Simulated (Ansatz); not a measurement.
The input, for Ansatz 0.2.0:

```yaml
crystal:
  periodic: [false, false, false]
  atoms:
    - {symbol: C, position_ang: [0.000000, 0.000000, -1.986233]}
    - {symbol: Ga, position_ang: [0.000000, 0.000000, -0.068233]}
    - {symbol: Cl, position_ang: [0.000000, 0.000000, 2.054467]}
basis:
  gaussian: {orbitals: cc-pVDZ}
total_charge: 1
magnetization: {spin_polarized: false, initial_magnetization: 1}
correlation: {method: sc_nevpt2, electrons: valence, active_space: {window: {electrons: 3, orbitals: 3}, states: [{multiplicity: 2, weights: [1, 1]}], root: 5}}
```

```sh
$ ansatz run in.yaml --threads 1 --pin off --events-out ev --progress --plain --max-ram 2393MiB
```

Task: One thing in this input was set wrong on purpose, beside settings that are merely unusual. What is the gravest fault, and what does the program do?

Result: Root beyond the states. How the run ends: refused.
```
Error: the active space averages no state 5, counted from zero
```
